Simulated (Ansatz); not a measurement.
# Cl2H2O: the cost of one run

Computed with Ansatz 0.2.0, Gaussian basis. Level: PBE0-D4/def2-SVP.

**1. The system as given**

The start, a pair relaxed at PBE0-D4: SMILES `O.ClCl`, 5 atoms, charge 0, spin multiplicity 1.

Atoms are counted from 1 here; the program's logs count them from 0.

Bond lengths: O1–H2 0.961 Å, O1–H3 0.959 Å, Cl4–Cl5 1.983 Å. Angles: H2–O1–H3 104.8°.

Coordinates:

| atom | x (Å) | y (Å) | z (Å) |
| --- | --- | --- | --- |
| O1 | 0.2185 | -0.1672 | -1.6172 |
| H2 | 0.5332 | 0.1702 | -0.7746 |
| H3 | -0.7367 | -0.1920 | -1.5307 |
| Cl4 | 0.6964 | 0.7758 | 1.8094 |
| Cl5 | -0.7113 | -0.5868 | 2.1132 |

**2. The run**

md/in.yaml reads:

```yaml
crystal:
  periodic: [false, false, false]
  atoms:
    - {symbol: O, position_ang: [0.218495, -0.167173, -1.617195]}
    - {symbol: H, position_ang: [0.533219, 0.170162, -0.774630]}
    - {symbol: H, position_ang: [-0.736687, -0.192011, -1.530718]}
    - {symbol: Cl, position_ang: [0.696355, 0.775823, 1.809352]}
    - {symbol: Cl, position_ang: [-0.711281, -0.586802, 2.113189]}
basis:
  gaussian: {orbitals: def2-SVP}
hamiltonian: {xc: pbe0, dispersion: d4}
md: {n_steps: 40, timestep: 0.75, temperature: 300, ensemble: nvt_langevin, seed: 460, friction: 0.002, initial_velocities: maxwell_boltzmann}
```

On the command line:

```sh
$ ansatz run in.yaml --threads 2 --pin off --events-out ev --progress --plain --max-ram 5222MiB
```

**Question.** How long does this run take on 2 threads of AMD EPYC 7R13, shared host?

About 20 s.
